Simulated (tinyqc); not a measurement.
Stretching all distances: RHF, UHF, MP2, CISD and CCSD against full CI in the sto-3g basis, for H2O, spin multiplicity 1. Computed by the program tinyqc with PySCF. All coordinates are multiplied by the scale. c0^2 is the weight of the RHF determinant in the lowest singlet FCI state (UHF is spin-contaminated and may lie near states of higher spin) and n(LUMO) the first natural occupation beyond the occupied space.

Geometry (angstrom):
```
atom       x        y       z
O     0.0000   0.0000  0.0000
H     0.0000   0.7850  0.5000
H     0.0000  -0.7850  0.5000
```

Full CI energy (hartree) and errors against it (kcal/mol):
```
scale   distance 1-2 (angstrom)      E(FCI)       RHF      UHF      MP2     CISD     CCSD  <S^2> UHF    c0^2  n(LUMO)
0.9700                   0.9028  -74.982051   26.0845  26.0845   7.2057   0.3024   0.0724     0.0000  0.9797   0.0210
1.1200                   1.0424  -75.009319   37.6375  37.6375  11.5186   0.7578   0.1331     0.0000  0.9624   0.0401
1.2600                   1.1727  -74.982301   52.3273  52.3273  17.2754   1.7444   0.2390     0.0000  0.9346   0.0714
1.4100                   1.3123  -74.933838   72.6622  68.0502  25.3987   3.9259   0.4278     0.4735  0.8883   0.1250
1.5600                   1.4519  -74.882937   97.7121  61.6728  35.2885   7.8754   0.6179     1.1148  0.8231   0.2029
1.8600                   1.7311  -74.802039  160.2605  30.9314  58.1048  22.5061  -0.9567     1.6913  0.6415   0.4255
2.0000                   1.8614  -74.777995  193.1984  19.6064  69.1605  31.8402  -4.1782     1.8126  0.5420   0.5438
```

Estimate the missing row, scale = 1.71.

Computed row:
```
scale   distance 1-2 (angstrom)      E(FCI)       RHF      UHF      MP2     CISD    CCSD  <S^2> UHF    c0^2  n(LUMO)
1.7100                   1.5915  -74.837794  127.1525  46.3281  46.4380  14.0662  0.4471     1.4766  0.7395   0.3048
```

UHF parts from RHF first at scale 1.41 of those listed, where <S^2> leaves zero. The weight c0^2 goes from 0.98 to 0.54 and n(LUMO) from 0.02 to 0.54: static correlation grows as the bonds break into open-shell fragments. The spread of the error along the curve, which distorts its shape, is CCSD 4.8, CISD 31.5, UHF 48.4, MP2 62.0, RHF 167.1 kcal/mol. Below FCI somewhere: CCSD, as non-variational methods may be. The table stops here: at scale 2.15 and beyond, the reference weight falls under 0.45 or RHF, UHF or CCSD hop between solutions, so those rows were left out and the spreads given cover only the rows shown. As computed, partly on other solutions, the errors there reach in size RHF 228, UHF 40, MP2 97, CISD 46, CCSD 4 kcal/mol.
